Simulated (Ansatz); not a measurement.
C$_{4}$H$_{9}$N, SMILES `CN1CCC1`, relaxed with RKS PBE0-D4/def2-TZVP in Ansatz from a PBE-D4/def2-SVP geometry. The force threshold is 0.005 eV/Å; the program also tests the step.

Charge 0, multiplicity 1.

Start:

```xyz
14

C     0.278    1.690    0.552
N     0.462    0.451   -0.156
C     0.575   -0.806    0.598
C    -0.194   -1.519   -0.540
C    -0.639   -0.098   -0.960
H    -0.612    1.682    1.241
H     1.175    1.921    1.163
H     0.142    2.526   -0.166
H    -0.013   -0.803    1.554
H     1.612   -1.137    0.829
H     0.477   -1.996   -1.279
H    -0.987   -2.231   -0.245
H    -1.653    0.155   -0.551
H    -0.623    0.168   -2.040
```

(1) How much energy does the relaxation release, and in how many steps? (An estimate is asked.)

(2) Which bonds change most? (An estimate is asked.)

(3) Give the relaxed structure. (An estimate is asked.)

## Answers

(1) The calculation gave: 5.86 kJ/mol, in 4 steps.

(2) Computed: C1–H6 from 1.126 to 1.106 Å; C5–H13 from 1.122 to 1.103 Å; C3–H9 from 1.122 to 1.103 Å; C3–H10 from 1.113 to 1.093 Å.

(3) Ansatz gave: 
```xyz
14

C     0.279    1.674    0.544
N     0.479    0.446   -0.170
C     0.565   -0.800    0.596
C    -0.192   -1.508   -0.536
C    -0.637   -0.098   -0.948
H    -0.600    1.641    1.213
H     1.160    1.901    1.150
H     0.139    2.497   -0.162
H    -0.031   -0.767    1.523
H     1.579   -1.130    0.837
H     0.480   -1.960   -1.265
H    -0.967   -2.220   -0.256
H    -1.618    0.159   -0.515
H    -0.638    0.165   -2.010
```
